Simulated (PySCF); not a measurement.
Structure problem from calculated spectra and properties.

Elements present: C, H, N and O. Monoisotopic mass: 59.0371 u.

| Item | Value |
| --- | --- |
| 1H NMR | chemical shifts (computed TMS as zero) by class: 6.42 (1 H), 6.32 (1 H), 1.89 (3 H) ppm [GIAO PBE0/pcSseg-1] |
| Valence photoelectron | vertical ionisation energy: 9.85 eV [ΔSCF PBE0/def2-SVPD] |
| Triplet | lowest triplet excitation (Tamm–Dancoff): 4.31 eV [TDA PBE0/def2-SVPD] |
| XPS | C1s 291.1, C1s 291.5, N1s 406.2, O1s 539.4 eV [ΔSCF SCAN, pcX-2 on the ionised atom, pcseg-1 elsewhere, spin-free X2C] |
| 13C NMR | chemical shifts (computed TMS as zero) by class: 149.4 (1 C), 11.1 (1 C) ppm [GIAO PBE0/pcSseg-1] |
| Rotational structure | rotational constants A, B, C: 18.387, 6.349, 4.862 GHz [PBE0-D3(BJ)/def2-SVP] |
| UV, first state | lowest singlet excitation: 6.04 eV (205 nm, f = 0.002) [TDDFT PBE0/def2-SVPD] |

The electronic properties come from PySCF, for the isolated species, density fitting. Levels stand in brackets. Geometry: PBE0-D3(BJ)/def2-SVP, one conformer, isolated molecule. NMR values are class means; diastereotopic atoms form classes of their own.

**Question.** Which formula fits the mass and the elements?

**Answer.** C2H5NO (calculated 59.0371). No other formula that holds each of these elements comes within 0.0003 u with a fitting electron parity and a possible valence count.

**Question.** Give a SMILES that accounts for the data.

**Answer.** Numbering: `[CH3:1]/[CH:2]=[N:3]\[OH:4]`. Its formula, C2H5NO, gives 1 degree of unsaturation: 0 rings and 1 π bond in the structure found. 2 carbons fall into 2 classes; from least to most shielded: C=N carbon [C2] (149.4 ppm), methyl carbon [C1] (11.1 ppm). Hydrogen classes from least to most shielded: 1 H on a C=N carbon, C2 (6.42 ppm), 1 H on a hydroxyl oxygen, O4 (6.32 ppm), 3 H on a methyl carbon, C1 (1.89 ppm, a mean of values up to 1.8 ppm apart in this geometry). The core levels belong to: C1s 291.1 eV, methyl carbon [C1]; C1s 291.5 eV, C=N carbon [C2]; N1s 406.2 eV, oxime nitrogen [N3]; O1s 539.4 eV, hydroxyl oxygen [O4]. The first electron is taken from the HOMO, whose largest Löwdin shares are 0.36 on the hydroxyl oxygen, 0.27 on the oxime nitrogen, 0.25 on the C=N carbon and 0.05 on the methyl carbon. By its constants the optimised geometry is an asymmetric top. Structure: `C/C=N\O` (acetaldoxime). Computed isomers that give other values at the same levels: `CNC=O` (core binding energies: C1s 292.1, C1s 293.8, N1s 406.2, O1s 537.1 eV); `CC(N)=O` (core binding energies: C1s 291.2, C1s 294.0, N1s 406.1, O1s 537.0 eV); `[H]/N=C/OC` (rotational constant A: 19.756 GHz; this holds for the one conformer computed). The assignments are read from this structure; whether some other isomer fits the data as well wasn't checked.

Conformer computed: `[CH3:1]/[CH:2]=[N:3]\[OH:4]`: H–O4–N3–C2 -179°.
